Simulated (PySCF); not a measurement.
**How the numerical set-up moves the result for AlH**

Aim: see how much the energy and properties of AlH depend on the numerical set-up.

Computed with PySCF 2.14.0. Level: method and basis as typed in the scripts.

1 further run of the same task is left out (it didn't finish).

### Step 1. The starting structure

AlH: 2 atoms, charge 0, spin multiplicity 1.

Bond lengths: Al1–H2 1.515 Å.

### Step 2. Base script

File input.py:

```python
from pyscf import gto, scf, cc

mol = gto.M(
    atom='Al 0 0 0; H 0 0 1.515',
    basis='def2-tzvp',
    charge=0,
    spin=0,
    verbose=4,
)
mf = scf.RHF(mol)
mf = mf.density_fit(auxbasis='def2-universal-jkfit')
mf.kernel()
mycc = cc.CCSD(mf, frozen=5)
mycc.kernel()
mycc.ccsd_t()
mf.dip_moment()
print('orbital energies (hartree):', mf.mo_energy[..., max(0, mol.nelec[1]-3):mol.nelec[0]+3].round(4))
```

Launch:

```
$ python input.py
```

Its log is not repeated here.

It gives: E(SCF) = -242.453566 Eh, 8 cycles, E(CCSD) − E(SCF) = -0.07890 Eh, (T) = -0.00128 Eh, μ = 0.62 D (of the SCF density).

The bond length is a typed value, not an optimised one.

### Step 3. Crenbl (core potential on)

Variant 1 changes basis set: def2-tzvp → crenbl; core potential: off → on; frozen orbitals: 5 → none. The core potential changes with it: totals don't compare.

File input.py:

```python
from pyscf import gto, scf, cc

mol = gto.M(
    atom='Al 0 0 0; H 0 0 1.515',
    basis='crenbl',
    ecp={'Al': 'crenbl'},
    charge=0,
    spin=0,
    verbose=4,
)
mf = scf.RHF(mol)
mf = mf.density_fit(auxbasis='def2-universal-jkfit')
mf.kernel()
mycc = cc.CCSD(mf)
mycc.kernel()
mycc.ccsd_t()
mf.dip_moment()
print('orbital energies (hartree):', mf.mo_energy[..., max(0, mol.nelec[1]-3):mol.nelec[0]+3].round(4))
```

Launch:

```
$ python input.py
```

### Step 4. Pcseg-2

Variant 2 changes basis set: def2-tzvp → pcseg-2.

Edit input.py of step 2 so:

```diff
@@ -4,3 +4,3 @@
     atom='Al 0 0 0; H 0 0 1.515',
-    basis='def2-tzvp',
+    basis='pcseg-2',
     charge=0,
```

### Step 5. Spin-free X2C on

Variant 3 changes spin-free X2C: off → on.

Edit input.py of step 2 so:

```diff
@@ -10,2 +10,3 @@
 mf = scf.RHF(mol)
+mf = mf.sfx2c1e()
 mf = mf.density_fit(auxbasis='def2-universal-jkfit')
```

### Step 6. Def2-svp

Variant 4 changes basis set: def2-tzvp → def2-svp.

Edit input.py of step 2 so:

```diff
@@ -4,3 +4,3 @@
     atom='Al 0 0 0; H 0 0 1.515',
-    basis='def2-tzvp',
+    basis='def2-svp',
     charge=0,
```

### Step 7. Cartesian functions on

Variant 5 changes Cartesian functions: off → on.

Edit input.py of step 2 so:

```diff
@@ -7,2 +7,3 @@
     spin=0,
+    cart=True,
     verbose=4,
```

### Step 8. Density fitting cc-pvdz-jkfit

Variant 6 changes density fitting: def2-universal-jkfit → cc-pvdz-jkfit.

Edit input.py of step 2 so:

```diff
@@ -10,3 +10,3 @@
 mf = scf.RHF(mol)
-mf = mf.density_fit(auxbasis='def2-universal-jkfit')
+mf = mf.density_fit(auxbasis='cc-pvdz-jkfit')
 mf.kernel()
```

Before running it: what results should come out? Wanted: for each run, E(SCF); from base; gap; SCF dipole; after the SCF.

The runs gave:

```csv
run,E(SCF) (hartree),from base (eV),cycles,gap (eV),SCF dipole (D),functions,after the SCF
base,-242.453566,0,8,8.61,0.62,43,"CCSD(T) correlation -2.182 eV, core frozen"
crenbl (core potential on),-2.444609,not comparable,7,8.41,0.90,20,CCSD(T) correlation -1.256 eV
pcseg-2,-242.449839,+0.1014,8,8.41,0.61,48,"CCSD(T) correlation -2.135 eV, core frozen"
spin-free X2C on,-242.849326,-10.7692,8,8.63,0.61,43,"CCSD(T) correlation -2.182 eV, core frozen"
def2-svp,-242.368761,+2.3077,7,8.71,0.82,23,"CCSD(T) correlation -1.944 eV, core frozen"
Cartesian functions on,-242.453742,-0.0048,8,8.59,0.64,48,"CCSD(T) correlation -2.202 eV, core frozen"
density fitting cc-pvdz-jkfit,-242.453531,+0.0009,8,8.61,0.62,43,"CCSD(T) correlation -2.190 eV, core frozen"
```

In words: Of the runs whose energies can be compared, “spin-free X2C on” moves the SCF energy most (-10.769 eV). pcseg-2 (48 functions) gives an energy 0.10 eV higher than def2-tzvp (43); size alone doesn't order basis sets of different families. Scalar relativity lowers the total energy by 10.77 eV, nearly all of it in the inner shells; a basis contracted without relativity catches only part of it. def2-svp (23 functions) gives an energy 2.31 eV higher than def2-tzvp (43).
